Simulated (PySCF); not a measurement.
## Telling isomers of C₄H₈ apart by NMR

Single conformer, no solvent model, non-relativistic, equivalent nuclei averaged. Coordinates at the PBE0-D3(BJ)/def2-SVP level; shielding tensors at PBE0/pcSseg-1 (GIAO); couplings computed with B3LYP/pcJ-1 (spin–dipole term left out of most H,H and C,H couplings); PySCF.

Scale: TMS for 1H and 13C (reference shieldings calculated alike). Multiplet labels drop J under 1 Hz and among equivalent protons, and merge close values. Unscaled 3J(H,H) run several per cent high. Shifts are as computed. Against solution values, carbons near 30 ppm lie about +2 ppm off and those near 130 ppm about +5 ppm. Of 1309 compounds with measured shifts, 239 miss one by over three times the rms of a fit or turn the order of signals round; such compounds aren't used in these exercises.

(1) Tabulate the signals of `C/C=C\C`, `C/C=C/C` and their relative energies.

(2) What is the quickest way to tell C/C=C\C from C/C=C/C?

## Answers

(1) 
| SMILES | carbon types | δC | δH | E rel. (kcal/mol) |
| --- | --- | --- | --- | --- |
| C/C=C\C | 2×CH 2×CH3 | 132.8, 14.6 | 5.58 (m, 2H), 1.72 (m, 6H) | 1.0 |
| C/C=C/C | 2×CH 2×CH3 | 134.4, 21.2 | 5.61 (m, 2H), 1.73 (m, 6H) | 0.0 |

Energies are electronic energies at PBE0/pcSseg-1 on these geometries, without zero-point or thermal terms, each for the one conformer computed, which needn't be the lowest.

(2) Both give the same number of carbon signals, with the same numbers of each carbon type, so the positions decide. The first has an allylic methyl carbon (CH3) at 14.6 ppm, the second an allylic methyl carbon (CH3) at 21.2 ppm. Their most deshielded carbons lie at 132.8 and 134.4 ppm.
